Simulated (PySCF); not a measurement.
acetone (C3H6O), SMILES O=C(C)C.

Geometry optimised at B3LYP-D3(BJ)/def2-SVP.

Computed with PBE/def2-TZVP (PySCF).

Symmetry labels are those of the subgroup C2 that the program uses (full group C2).

Question: List the valence orbital energies around the gap with their symmetry. (Estimate from the structure and the level; the computed values follow.)

Answer: 
```tsv
orbital	symmetry	energy (eV)
HOMO−7	B	-11.34
HOMO−6	B	-11.24
HOMO−5	A	-10.95
HOMO−4	A	-9.81
HOMO−3	A	-9.55
HOMO−2	B	-9.15
HOMO−1	B	-8.62
HOMO	B	-5.63
LUMO	B	-1.57
LUMO+1	A	0.20
LUMO+2	B	1.63
LUMO+3	A	1.95
```
